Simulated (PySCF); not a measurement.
## Electronic absorption of C3H5F2N

Compound: C₃H₅F₂N.
Atom-mapped SMILES: `[F:1][CH:2]([F:3])[C@@H:4]1[CH2:5][NH:6]1` (hydrogens: H7 on C2; H8 on C4; H9, H10 on C5; H11 on N6)

Level of theory: PySCF, TDDFT PBE0/def2-SVPD, vertical, gas phase, core orbitals frozen in the response. Isolated species at its PBE0-D3(BJ)/def2-SVP geometry (one conformer only). Torsions of this conformer, `[F:1][CH:2]([F:3])[C@@H:4]1[CH2:5][NH:6]1`: F1–C2–C4–C5 -88°.

Question: What does the calculation give for the low-lying excited states?

Answer: 

```csv
state,E (eV),E (kJ/mol),λ (nm),f,"main configurations (H = HOMO, L = LUMO)"
S1,7.03,679,176.3,0.0040,H→L (96%)
S2,7.71,744,160.9,0.0059,H→L+1 (95%)
S3,8.14,786,152.3,0.077,H→L+3 (96%)
S4,8.25,796,150.2,0.0029,H→L+2 (95%)
S5,8.70,840,142.4,0.035,H→L+4 (92%)
S6,9.17,885,135.2,0.023,"H-1→L (45%), H-2→L (42%), H→L+5 (8%)"
S7,9.22,890,134.4,0.0048,"H→L+5 (74%), H-1→L (19%)"
S8,9.33,901,132.8,0.015,"H-2→L (54%), H-1→L (31%), H→L+5 (12%)"
S9,9.58,924,129.5,0.055,"H-1→L+1 (75%), H→L+6 (13%)"
S10,9.67,933,128.3,0.017,"H→L+6 (79%), H-1→L+1 (13%)"
```

Triplets (Tamm–Dancoff): T1 6.75 eV, H→L (92%); T2 7.52 eV, H→L+1 (79%); T3 7.79 eV, H→L+4 (71%); T4 7.88 eV, H→L+3 (83%), H→L+1 (8%).

The lowest singlet lies at 7.03 eV (176 nm, vacuum ultraviolet) and is very weak; its leading configuration is HOMO→LUMO (96%). The most intense listed level is S3 at 8.14 eV (152 nm, f = 0.077), 1.11 eV above S1. Löwdin shares by element: HOMO nitrogen 56%, carbon 27% or more, hydrogen 5% or more; LUMO hydrogen 57% or more, carbon 16% or more (atoms not listed hold the other 26%). Weighted by f, the mean energy of these states is 8.83 eV. Orbital energies (eV): HOMO-3 -10.65, HOMO-2 -10.08, HOMO-1 -9.78, HOMO -7.89, LUMO 0.58, LUMO+1 1.02, LUMO+2 1.47. The listed states span 2.63 eV, and the widest gap between neighbours is 0.67 eV (S1 to S2). No computed singlet lies in the visible range (380 to 750 nm); the lowest, at 176 nm, stands 3.77 eV above its violet end (3.26 eV). The vertical ionisation energy (ΔSCF) is 10.24 eV, 0.57 eV above S10. Singlets were solved by full linear response, triplets in the Tamm–Dancoff approximation.
